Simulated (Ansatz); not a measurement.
## GeHBr: competing structures and spins

Ansatz 0.2.0, basis cc-pVDZ; geometries are PBE0/def2-TZVP minima. Wave-function levels freeze the cores with the filled d shells of p-block atoms; HF, MP2 and coupled cluster are restricted for singlets and unrestricted otherwise, restricted open-shell where a d shell is frozen, Kohn–Sham unrestricted where that lies lower. MRCISD+Q stands on CASSCF in the full valence space. The reference is CCSDTQ (coupled cluster only where its series has nearly closed). Semilocal and hybrid functionals correlate all electrons outside any core potential and usually lie nearer their basis limit than the reference, so part of their error here is the reference's basis and frozen-core error; RPA and the MP2 part of double hybrids freeze the same cores as the reference. None of these values is a measured one. Energies are electronic, without zero-point terms. No spin–orbit coupling and no scalar relativity. The set is small: such energies can lie up to about 0.3 eV from the limit, spin gaps mostly less, so near ties and functionals' places can change in larger sets. The species are chosen: bound, without strong static correlation by their natural occupations or amplitudes, and with a ladder that closes on the reference, so errors are smaller than for species at large; levels whose determinant breaks symmetry or spin markedly are left out.

A. triplet; Ge–Br 2.300, Ge–H 1.556, angle at Ge 116°. Coordinates (Å): Ge 0.000 -0.482 0.527; Br 0.000 -0.416 -1.772; H 0.000 0.898 1.245
B. singlet; Ge–Br 2.339, Ge–H 1.598, angle at Ge 93°. Coordinates (Å): Ge 0.000 -0.038 1.216; Br 0.000 0.015 -1.122; H 0.000 1.555 1.344

Question: From bonding and spin, estimate the order of these in energy at CCSDTQ, each at its own geometry.

Answer: At CCSDTQ, above the lowest of those listed: B (0.000 eV), A (1.571 eV).

```json
{"level": "CCSDTQ", "A less B (eV)": "1.571"}
{"level": "CCSD(T)", "A less B (eV)": "1.571"}
{"level": "CCSDT", "A less B (eV)": "1.569"}
{"level": "CCSDT(Q)", "A less B (eV)": "1.573"}
{"level": "MRCISD+Q", "A less B (eV)": "1.571"}
{"level": "PBE", "A less B (eV)": "1.627"}
{"level": "B3LYP", "A less B (eV)": "1.735"}
{"level": "wB97M-V", "A less B (eV)": "1.697"}
{"level": "B2PLYP", "A less B (eV)": "1.660"}
{"level": "RPA-PBE", "A less B (eV)": "1.676"}
```

Every level shown puts the same form lowest.

The geometries are PBE0's, not this basis's own minima.
